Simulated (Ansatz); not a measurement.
```yaml
crystal:
  periodic: [false, false, false]
  atoms:
    - {symbol: N, position_ang: [-0.004132, -1.846916, -0.470830]}
    - {symbol: C, position_ang: [0.279977, -0.620889, 0.130346]}
    - {symbol: F, position_ang: [1.605468, -0.200414, -0.083092]}
    - {symbol: O, position_ang: [-0.552668, 0.328073, -0.435869]}
    - {symbol: C, position_ang: [-0.489215, 1.581956, 0.133424]}
    - {symbol: F, position_ang: [-1.098155, 1.580868, 1.367329]}
    - {symbol: H, position_ang: [0.588856, -2.583263, -0.117523]}
    - {symbol: H, position_ang: [0.065246, -1.787627, -1.478638]}
    - {symbol: H, position_ang: [0.174063, -0.673332, 1.217423]}
    - {symbol: H, position_ang: [0.542231, 1.912913, 0.279579]}
    - {symbol: H, position_ang: [-1.046171, 2.251931, -0.521550]}
basis:
  gaussian: {orbitals: def2-TZVPP}
hamiltonian: {xc: {name: PBE0}, dispersion: rvv10}
scf: {lower_state_search: full}
```

```sh
$ ansatz run in.yaml --threads 4 --pin off --events-out ev --progress --plain --max-ram 10444MiB
```

(1) How does Ansatz answer? (An estimate is asked.)

Results:

(1) The calculation gave: The program refused the input.
```
Error: inconsistent input (hamiltonian.dispersion, hamiltonian.xc): `dispersion: rvv10` has no transferable b for PBE exchange — Sabatini et al. (2013) fitted b=6.3 to rPW86, and the PBE refits of Peng & Perdew (2017) are task-dependent (b=6.6 S22 / b=10.0 layered). Use `xc: {exchange: rpw86, correlation: pbe}` for the original rVV10 or `xc: r2scan` for the r²SCAN+rVV10 pairing
```
